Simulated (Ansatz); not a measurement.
Input file for Ansatz (an electronic-structure program): R-HF/def2-TZVPP on hydrogen peroxide (SMILES OO), atoms moved off the minimum.

Ansatz 0.2 input:
```yaml
crystal:
  periodic: [false, false, false]
  atoms:
    - {symbol: O, position_ang: [-0.77835272, -0.02110545, 0.22153735]}
    - {symbol: O, position_ang: [0.63217938, 0.04816712, -0.26587415]}
    - {symbol: H, position_ang: [-1.15608487, 0.44419968, -0.33297207]}
    - {symbol: H, position_ang: [1.22007169, 0.52098410, 0.41189469]}
basis:
  gaussian:
    orbitals: def2-TZVPP
hamiltonian:
  xc: {name: HF}
scf: {lower_state_search: off}
output: {forces: true}
```

Program output:

```
WARN ansatz: RAYON_NUM_THREADS=1 ignored (pool sized by the plan → 1); use --threads N
Functional definition: HF
these checks for a lower state are left out or cut short: stability, starts, cluster_reference, orbital_swaps, neighbouring_geometries, increment
integrals: 0.01 GiB planned
482 factors; their error is unknown
mean field: 0.11 GiB planned
mean field evaluation 1: about -4102.6689 eV, gradient 2.4e1 eV
mean field evaluation 2: about -4103.5275 eV, gradient 9.0e0 eV
mean field evaluation 4: about -4103.6554 eV, gradient 8.0e-1 eV
mean field evaluation 8: about -4103.7108 eV, gradient 4.3e-1 eV
mean field -4103.71105118 eV, -150.8085995355 hartree, gradient 2.6e-6 eV, S^2 0.000000; 0 other end points of the search recorded, 0 dependent functions left out
the calculation of the forces begins
reference -4103.71105118 eV, -150.8085995355 hartree; 9, 9 occupied and 81, 81 virtual orbitals, 482 factors
Total energy: -4103.71105118 eV, -150.8085995355 hartree
Atom 0 at    -0.778353    -0.021105     0.221537 Å, force     9.028687    -6.423292     7.710398 eV/Å
Atom 1 at     0.632179     0.048167    -0.265874 Å, force    -1.007479     0.966492     2.088494 eV/Å
Atom 2 at    -1.156085     0.444200    -0.332972 Å, force    -5.225893     6.853507    -8.203673 eV/Å
Atom 3 at     1.220072     0.520984     0.411895 Å, force    -2.795315    -1.396708    -1.595218 eV/Å
Dipole moment:     0.063187     0.371796     0.039850 e Å
Checks for a lower state left out: stability, starts, cluster_reference, orbital_swaps, neighbouring_geometries, increment
```

Self-consistency was reached.

Cost: very roughly 0.5 core-seconds.
